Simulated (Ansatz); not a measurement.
Input file:

```yaml
crystal:
  periodic: [false, false, false]
  atoms:
    - {symbol: Cl, position_ang: [0.000000, 0.000000, -1.477000]}
    - {symbol: H, position_ang: [0.000000, 0.000000, 0.067000]}
    - {symbol: O, position_ang: [0.000000, 0.000000, 1.410000]}
basis:
  gaussian: {orbitals: cc-pVDZ}
magnetization: {spin_polarized: false, initial_magnetization: 2}
correlation: {method: fic_mrcisd_q, electrons: outside_noble_gas, active_space: {window: {electrons: 4, orbitals: 4}, states: [{multiplicity: 3, weights: [1, 1]}], root: 5}}
accuracy: high
```

```sh
$ ansatz run in.yaml --threads 1 --pin off --events-out ev --progress --plain --max-ram 2393MiB
```

One thing in this input was set wrong on purpose, beside settings that are merely unusual. What is the gravest fault, and what does the program do?

Root beyond the states. How the run ends: refused.
```
Error: the active space averages no state 5, counted from zero
```
